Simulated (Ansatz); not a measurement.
# Elastic constant C44 of some hcp solids

Method: PBE (plane waves, PAW; Ansatz, a first-principles code). References are measured values at low temperature.

Values in GPa.

| solid | reference | PBE | error (%) |
|---|---|---|---|
| hcp Ti | 51 | 44.3 | -13.1 |
| hcp Be | 166¶ | 168 | +1.2 |
| hcp Mg | 18.4¶ | 18.4 | 0.0 |
| hcp Y | 26.9¶ | 25.4 | -5.6 |
| hcp Os | 269¶ | 258 | -4.1 |
| hcp Zn | 45.9§¶ | 32.1 | -30 |
| hcp Zr | 36.3 | 26.6 | -27 |

Over these 7 solids the mean error is -11.2 %, the mean absolute error 11.5 % (median 5.6 %), and the worst case hcp Zn at -30 %; the value is below the reference in 5 of 7 cases.

All these references are low-temperature values that still hold zero-point motion.

Spin–orbit coupling is left out, also for the solids with elements from indium on (hcp Os); its size isn't shown.

§ marks references from which a value of another source on file, of any temperature and not printed here, differs by over 15 %.

¶ marks references of a special kind: hcp Be, 166 ± 0.5 GPa (measured, 0 K, extrapolated to 0 K; as tabulated in Elastic Constants of Single Crystal Beryllium, J. Appl. Phys., doi …); hcp Mg, 18.4 GPa (measured, 0 K, extrapolated to 0 K; zero-point effects included; as tabulated in Ibrahim et al. (2023), arXiv:2305.03577); hcp Y, 26.9 ± 0.06 GPa (measured, 0 K, extrapolated to 0 K; as tabulated in Elastic Constants of Yttrium Single Crystals in the Temperature Range 4.2-400 K); hcp Os, 269 GPa (measured, 0 K, extrapolated to 0 K (read from the set's bulk modulus against, 405 at 300 K); as tabulated in Liu et al. (2023), arXiv:2002.00005); hcp Zn, 45.9 GPa (measured, 0 K, extrapolated to 0 K; zero-point effects included; as tabulated in Galib et al. (2023), arXiv:2209.08184).

Differences are worked out from the printed values.

Each level is taken at its own relaxed cell. Ansatz's density-functional and Hartree–Fock values are scalar-relativistic unless marked +SOC, with PAW data made under PBE.

Ansatz's runs of these crystals have no spin polarisation.

Not in this set, of the hcp solids with a reference value in our tables and a result at some level: 6 for a reference at room or unstated temperature. These can be a level's best or worst cases. Solids without a released value at any level aren't counted. Layered and molecular crystals are counted apart. The metals Ce to Yb are counted apart.

References as tabulated in Ferrari et al. (2019), arXiv:1905.01197; Elastic Constants of Single Crystal Beryllium, J. Appl. Phys., doi …; Ibrahim et al. (2023), arXiv:2305.03577; Elastic Constants of Yttrium Single Crystals in the Temperature Range 4.2-400 K and others.
